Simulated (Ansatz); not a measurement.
# BHClF (singlet): from Hartree-Fock to the top rungs at a displaced geometry (v1), cc-pVDZ

An exercise on one series of results from a longer session: the logs are not shown, and one member is left open.

Program: Ansatz 0.2.0, Gaussian basis. Level of theory: cc-pVDZ, core rule «outside noble gas», up to 7 orbitals frozen. These are calculated values, not measurements.

The runs, in order: UHF; CCSD(T) on RHF; BCCD(T) on RHF; CISD; CCSDT(Q) on RHF.

9 further runs of the same task are left out: 1 for a known fault of the program, 1 that didn't finish, 7 set aside as unsound or not needed. Runs told in other sessions of the task aren't counted.

## The geometry

The geometry is a PBE0/def2-TZVP stationary point (not a proven minimum) with its atoms shifted at random (size 0.040 Å).

4 atoms, charge 0, spin multiplicity 1.

Atoms are counted from 1 here; the program's logs count them from 0.

Bond lengths: Cl1–B2 1.747 Å, B2–F3 1.308 Å, B2–H4 1.190 Å. Angles: Cl1–B2–F3 122.8°, Cl1–B2–H4 120.7°, F3–B2–H4 116.6°.

Set-up of the first run:

Contents of in.yaml:

```yaml
crystal:
  periodic: [false, false, false]
  atoms:
    - {symbol: Cl, position_ang: [-0.012529, -0.073714, 1.064961]}
    - {symbol: B, position_ang: [-0.013362, 0.531136, -0.574046]}
    - {symbol: F, position_ang: [0.034602, -0.254884, -1.618795]}
    - {symbol: H, position_ang: [-0.068175, 1.700144, -0.789258]}
basis:
  gaussian: {orbitals: cc-pVDZ}
magnetization: {spin_polarized: true, initial_magnetization: 0}
hamiltonian: {xc: hf}
output: {orbitals: {seedname: orbitals}}
```

Run with:

```sh
> ansatz run in.yaml --threads 1 --pin off --events-out ev --progress --plain --max-ram 2393MiB
```

Among the steps run: UHF; CCSD(T) on RHF; BCCD(T) on RHF; CISD; CCSDT(Q) on RHF.

One of the session's tables, all rows but one given; the rest of the session is left out.

It belongs to the step «Misses and costs». 

```
   method  from RCCSDT(Q) (meV)
      RHF              +11889.1
     RMP2                +875.3
     CISD               +1377.2
    RCCSD                +281.1
 RCCSD(T)                 +38.4
  BCCD(T)                     ?
   RCCSDT                 +21.9
RCCSDT(Q)                     0
```

**Question.** Estimate the row for BCCD(T).

As computed: from RCCSDT(Q) (meV): +33.5. In the column «from RCCSDT(Q) (meV)» it lies between RCCSDT (+21.9) and RCCSD(T) (+38.4).
